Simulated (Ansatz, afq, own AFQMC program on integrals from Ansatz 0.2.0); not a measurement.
## Atomization energy of CH$_{2}$, singlet

```xyz
3

C     0.0000   -0.1011    0.0000
H     0.0000    0.6021   -0.8621
H     0.0000    0.6021    0.8621
```

Atoms in their ground-state spins without spin–orbit coupling (mostly on UHF) minus the molecule (RHF), without zero-point energy. The geometry is a stationary point, not shown to be a minimum.

Basis cc-pVTZ. Noble-gas cores (and the filled d shells of Ga–Kr and In–Xe) are frozen. Integrals, coupled cluster, full CI and functionals: Ansatz 0.2.0; the random walks run on the same integrals in our own AFQMC program. The CISD trial takes its coefficients from CCSD amplitudes. Released means that phaseless walkers are propagated on without the constraint, phases kept. Error bars are statistical, one sigma. The errors of all members are added in quadrature.

No full CI on the walks' own integrals is used here; CCSDT(Q) serves as the reference and is uncertain by about the last step of the cluster series. Each member takes its own surest rung, up to full CI.

The best estimate is CCSD(T) at the basis-set limit (CBS: def2-TZVPP and def2-QZVPP, with their diffuse functions for anions and beside diffuse sets, CCSD(T) itself extrapolated) plus the step from CCSD(T) to CCSDT(Q) in cc-pVTZ. Rows without CBS are in cc-pVTZ; B2PLYP and the wave-function rows carry a basis error of their own. Core correlation and relativity beyond core potentials are missing, and ± holds the sampling alone.

Cautions: CH₂ (singlet): higher spins were not checked, restricted determinant unstable towards unrestricted (UHF 497 meV lower, ⟨S²⟩ 0.72), the ph-AFQMC/CISD walk drifts between its halves (2.2 errors).

Best estimate: 758.6 kJ/mol.

| level | atomization energy (kJ/mol) | error against the best estimate (kJ/mol) |
| --- | --- | --- |
| HF | 527.7 | -230.9 |
| MP2 | 716.3 | -42.3 |
| CCSD | 730.4 | -28.1 |
| CCSD(T) | 737.8 | -20.8 |
| CCSDT | 738.7 | -19.9 |
| CCSDT(Q) | 739.1 | -19.5 |
| ph-AFQMC/CISD | 740.9 ± 0.9 | -17.6 ± 0.9 |
| released AFQMC | 741.9 ± 1.4 | -16.7 ± 1.4 |
| HF/CBS | 530.1 | -228.5 |
| MP2/CBS | 738.8 | -19.8 |
| CCSD(T)/CBS | 757.3 | -1.3 |

Correlation beyond CCSD(T) adds 1.3 kJ/mol. Going to the basis-set limit adds 19.5 kJ/mol at CCSD(T). The perturbative (T) step is worth +7.3 kJ/mol.

Best estimates are given only where the step beyond CCSD(T) is under 0.3 eV and no member's determinant is very poor (T1 over 0.05, or 0.07 for open shells, ⟨S²⟩ too high by 0.3, two states mixed), so the hardest cases are missing from such tables.

CCSDT and higher add their correlation energy to the determinant of the CCSD(T) run, since their own runs factorise the integrals more tightly (a shift of under 2 meV). Each member of a difference takes its own highest rung, so a best estimate needn't equal the limit plus the step of one row. A walk keeps the symmetry of its determinant, which the program's search chose and which needn't be the lowest solution, so a lower state of the same spin and another symmetry isn't excluded. Released energies are given only where the last usable release times agree within the noise; a slower fall can still hide under it.
